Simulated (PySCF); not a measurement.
Compound: C4H2OS.
Atom-mapped SMILES: `[O:1]=[c:2]1[cH:3][c:4]1[CH:5]=[S:6]` (hydrogens: H7 on C3; H8 on C5)

Computed by this run: PBE0-D3(BJ)/def2-TZVP geometry optimisation, gas phase (PySCF); density fitting, grid level 2; the optimiser is geomeTRIC in internal coordinates, started from a GFN2-xTB structure.

Step 1: E = -17051.4445 eV
```
atom  x, y, z in Å  |  force x, y, z in eV/Å
O1     -1.6238    1.9276   -0.3561    0.096   0.059  -0.005
C2     -1.1361    0.8576   -0.1567   -0.324  -0.088  -0.037
C3     -1.1960   -0.5108    0.1701   -0.048   0.049  -0.089
C4      0.0245   -0.0061   -0.0681    0.193  -0.075   0.366
C5      1.4420   -0.2069   -0.0943    0.005  -0.041  -0.442
S6      2.3474   -0.6106    1.1736   -0.036  -0.002   0.132
H7     -1.7343   -1.4289    0.3792    0.074   0.060   0.012
H8      1.8928   -0.0118   -1.0724    0.042   0.038   0.063
```

Step 2: E = -17051.4433 eV
```
atom  x, y, z in Å  |  force x, y, z in eV/Å
O1     -1.6099    1.9300   -0.3401    0.006   0.009   0.005
C2     -1.1371    0.8520   -0.1467   -0.121  -0.018  -0.020
C3     -1.1876   -0.5142    0.1801    0.047   0.108  -0.043
C4      0.0307   -0.0122   -0.0798    0.056  -0.061  -0.138
C5      1.4472   -0.2152   -0.1404   -0.253   0.068   0.084
S6      2.2583   -0.5998    1.1977    0.264  -0.065   0.024
H7     -1.7167   -1.4321    0.4011    0.006  -0.007   0.007
H8      1.9316    0.0016   -1.0965   -0.005  -0.033   0.080
```

Step 3: E = -17051.4527 eV
```
atom  x, y, z in Å  |  force x, y, z in eV/Å
O1     -1.6122    1.9309   -0.3504    0.014  -0.020   0.012
C2     -1.1422    0.8527   -0.1516   -0.087   0.018  -0.044
C3     -1.1941   -0.5123    0.1760    0.037   0.066  -0.045
C4      0.0267   -0.0122   -0.0738    0.084  -0.065   0.058
C5      1.4436   -0.2161   -0.1223   -0.108   0.057   0.001
S6      2.3030   -0.6060    1.1863    0.055  -0.029  -0.011
H7     -1.7247   -1.4300    0.3935   -0.002  -0.009   0.011
H8      1.9164    0.0030   -1.0825    0.008  -0.018   0.018
```

Step 4: E = -17051.4540 eV
```
atom  x, y, z in Å  |  force x, y, z in eV/Å
O1     -1.6186    1.9296   -0.3594    0.008  -0.011   0.010
C2     -1.1467    0.8535   -0.1552   -0.027   0.005  -0.044
C3     -1.1940   -0.5095    0.1761    0.004   0.006  -0.020
C4      0.0269   -0.0087   -0.0688    0.049   0.017   0.086
C5      1.4428   -0.2105   -0.1146   -0.040  -0.034  -0.045
S6      2.3156   -0.6209    1.1792    0.006   0.001   0.005
H7     -1.7224   -1.4285    0.3946   -0.003  -0.004   0.005
H8      1.9128    0.0051   -1.0766    0.002   0.019   0.004
```

Problem. Estimate the geometry and energy of step 5. (The exact step hangs on the optimiser's Hessian estimate; all steps are aligned on step 4, rigid shifts and turns removed.)

Solution. E = -17051.4543 eV, largest force 0.081 eV/Å
```
atom  x, y, z in Å  |  force x, y, z in eV/Å
O1     -1.6192    1.9286   -0.3654    0.001  -0.004   0.007
C2     -1.1480    0.8533   -0.1572    0.007  -0.001  -0.039
C3     -1.1943   -0.5085    0.1771   -0.005  -0.015  -0.003
C4      0.0272   -0.0085   -0.0654    0.009   0.019   0.079
C5      1.4418   -0.2125   -0.1129    0.007  -0.002  -0.036
S6      2.3210   -0.6274    1.1757   -0.015  -0.004   0.001
H7     -1.7228   -1.4275    0.3965   -0.004   0.000  -0.001
H8      1.9108    0.0126   -1.0730    0.000   0.006  -0.008
```

The energy changes by -0.0004 eV. The first-order estimate −F·Δx gives -0.0006 eV and the mean of the old and new forces, exact on a quadratic surface, -0.0004 eV. The step makes an angle of 74° with the force vector and moves no atom by more than 0.009 Å.

What follows is the cost of the whole optimisation. On an Intel Xeon Platinum 8488C with one thread, shared host with 96 logical CPUs at a one-minute load of 36, this took 2.3 min of wall time and 0.83 GiB of memory at its peak.
